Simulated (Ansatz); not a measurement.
Reaction: CHOS+ (SMILES [OH+]=C=S) → CHOS+ (SMILES O=C=[SH+])
Each species at its own B3LYP-D3(BJ)/def2-TZVP minimum (Ansatz, a first-principles code), one conformer.

Quantity: isomerisation energy (electronic), in kcal/mol. UHF or UKS for unpaired electrons; spin-orbit terms are left out. CBS(X,Y): correlation extrapolated as X^-3, Hartree-Fock from the larger set (Q,5: extrapolated as (X+1)exp(-9√X)). A bracket is a step between two methods taken in the basis named. Functionals run without relativity, which enters their misses. Double hybrids freeze cores in their MP2 part. '+ core + X2C': CCSD(T) terms for core correlation (cc-pwCVTZ, 1s frozen past Ne) and scalar relativity (cc-pVTZ-DK).

CCSD(T)/CBS(cc-pV(Q+d)Z,cc-pV(5+d)Z) + [CCSDT(Q) - CCSD(T)]/cc-pV(T+d)Z + core + X2C (Ansatz) gives -3.3 kcal/mol.

Question: How far off this value is PBE/def2-TZVPD (Ansatz), in which direction, and which of these levels come nearer: B3LYP/def2-TZVPD, PBE0/def2-TZVPD, wB97M-V/def2-TZVPD, B2PLYP/def2-TZVPD, CCSD(T)/CBS(cc-pV(Q+d)Z,cc-pV(5+d)Z) + core + X2C?

Answer: PBE gives -2.2 kcal/mol, 1.1 kcal/mol above it. Differences of the others: B3LYP/def2-TZVPD (Ansatz) 0.7; PBE0/def2-TZVPD (Ansatz) 0.8; wB97M-V/def2-TZVPD (Ansatz) -0.3; B2PLYP/def2-TZVPD (Ansatz) 0.5; CCSD(T)/CBS(cc-pV(Q+d)Z,cc-pV(5+d)Z) + core + X2C (Ansatz) 0.0 kcal/mol. Nearer than PBE: B3LYP/def2-TZVPD, PBE0/def2-TZVPD, wB97M-V/def2-TZVPD, B2PLYP/def2-TZVPD, CCSD(T)/CBS(cc-pV(Q+d)Z,cc-pV(5+d)Z) + core + X2C.
